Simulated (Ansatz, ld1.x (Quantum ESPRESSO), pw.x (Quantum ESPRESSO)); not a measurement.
Tl (Z = 81): one change to the TM potential, in the atom and in the bcc crystal

ld1.x (Quantum ESPRESSO) 7.5 input, shortened:

```
&input
   title='Tl', zed=81., rel=1, dft='PW', iswitch=3,
   config='[Xe] 4f14 5d10 6s2 6p1'
 /
 &inputp
   pseudotype=2, tm=.true., lloc=0,
   nlcc=.true., new_core_ps=.true., rcore=0.85
 /
3
6P  2  1   1.00   0.00  2.50  2.50  0.0
5D  3  2  10.00   0.00  2.15  2.15  0.0
6S  1  0   2.00   0.00  1.70  1.70  0.0
 &test
   configts(1)='5d10 6s2 6p1'
 /
```

Change: core [Xe] 4f14 5d10, valence charge 3; reference 6s1 6p0; waves now 6s (bound): rc 1.60 bohr; 6p (bound): rc 1.90 bohr; local potential all-electron potential smoothed inside 1.25 bohr (lloc = -1); core correction none.

Cutoffs, loose and tight: the cutoffs (Ry, on a coarse ladder) from which the occupation-weighted sum of valence levels, in a spherical-Bessel basis at the reference potential, stays within 10 and 1 mRy of its value at 400 Ry. They do not see the model core or the augmentation charge, which bear on the density cutoff. Test errors are all-electron minus pseudo excitation energies from the reference, over the configurations 5d10 6s2 6p0; 5d10 6s1 6p0; 5d10 6s0 6p0; 5d10 6s2 6p1.3; 5d10 6s1 6p2; 5d10 6s0 6p3; 5d10 6s2 6p0.5 (two spin-polarised tests are not counted in the largest error); variants that change the core or the reference have their own tests.

Crystal test: bcc Tl in pw.x 7.5, no spin, 12³ k-points, Fermi–Dirac smearing 0.01 Ry, cutoffs set for each file from its atomic test. The reference is all-electron LAPW (Ansatz 0.2.0) with the same functional, mesh and smearing; V0 and B0 come from Birch–Murnaghan fits to the pressures at five volumes. Errors are pseudo minus all-electron; Δ is the rms difference of the E(V) curves that follow from these fits, minima aligned, over ±6 % about the mean V0. Mesh and smearing are coarse, so the numbers serve the comparison and aren't converged zero-temperature values; the lattice is a test structure that the element need not adopt.

All-electron: a0 = 3.795 Å (V0 = 27.32 Å³/atom), B0 = 42.4 GPa.

Task: Does the change bring the crystal closer to the all-electron result?

Result: The mean pressure error goes from +0.33 to -17.55 GPa, so the change moves the solid further from the all-electron pressures.

```json
{"quantity": "outcome (atom)", "base": "generated", "changed": "generated"}
{"quantity": "cutoff, loose (atom)", "base": "50 Ry", "changed": "30 Ry"}
{"quantity": "cutoff, tight (atom)", "base": "90 Ry", "changed": "90 Ry"}
{"quantity": "bound ghosts (atom)", "base": "none", "changed": "s, p, d"}
{"quantity": "largest test error (meV) (atom)", "base": "-56", "changed": "+479"}
{"quantity": "cutoffs in pw.x (Ry)", "base": "110/440", "changed": "110/440"}
{"quantity": "a0 (Å)", "base": "3.804", "changed": "–"}
{"quantity": "a0 error (%)", "base": "+0.26", "changed": "–"}
{"quantity": "B0 error (%)", "base": "+0.3", "changed": "–"}
{"quantity": "Δ (meV/atom)", "base": "2.0", "changed": "–"}
{"quantity": "mean pressure error (GPa)", "base": "+0.33", "changed": "-17.55"}
```

A dash: not determined, or the minimum lies outside the volumes sampled.

Changed file: This is a poor potential for the solid. The pseudo pressure rises with volume over the whole range, a mechanical instability. Note: ghost states, extra bound levels that the all-electron valence spectrum of the same l lacks: s at -195.0 eV, p at -82.2 eV, d at -56.7 eV. A true bound ghost makes a file unfit for plane-wave use.
